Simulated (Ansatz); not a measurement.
Program: Ansatz. Geometries: PBE0-D4/def2-TZVP. ΔE: electronic, gas phase. CBS: MP2 limit from def2 TZ/QZ plus the TZ coupled-cluster correction, frozen cores. This one scheme is used for every species, atoms too. Open shells (•) are unrestricted, without spin–orbit coupling. Spin–orbit coupling would lower the free atoms: a little for C, S. One conformer a species, not always the lowest.

`CNCSC` → 3 C• + 9 H• + N• + S•  (atomization)

```tsv
species	MP2/def2-TZVPP energy (Eh)
`CNCSC`	-571.80541
C•	-37.75859
H•	-0.49981
N•	-54.49761
S•	-397.61853
```

Work out ΔE.

ΔE = 9 × (-0.49981) + 3 × (-37.75859) + (-54.49761) + (-397.61853) − (-571.80541) = 1.91521 Eh = +5028.4 kJ/mol. CCSD(T)/CBS gives +5116.0 kJ/mol.

Largest T1 diagnostic among the species: 0.010.

From PBE to PBE0 (25 % exact exchange), in def2-TZVPP and without D4, ΔE moves by −78.8 kJ/mol: exact exchange takes away binding that semilocal exchange gives to molecules. In def2-TZVPP, CCSD(T) changes the Hartree–Fock value by +1295.6 kJ/mol (the triples alone add +72.1 kJ/mol) and MP2 by +1341.9 kJ/mol; breaking electron pairs costs correlation energy, which Hartree–Fock lacks. The D4 term adds +43.0 kJ/mol with B3LYP and +22.6 kJ/mol with PBE0; it sums over pairs of atoms, weighted by their polarisabilities, and B3LYP, whose exchange is more repulsive, gets the larger term.

B3LYP here is the variant with VWN-RPA as its local correlation; programs differ in this.

For atomizations the MP2-based limit and the directly extrapolated one differ by several kJ/mol either way, and by 10 to 25 for some Ge, Se and Sn compounds, so smaller differences from it don't rank the levels.
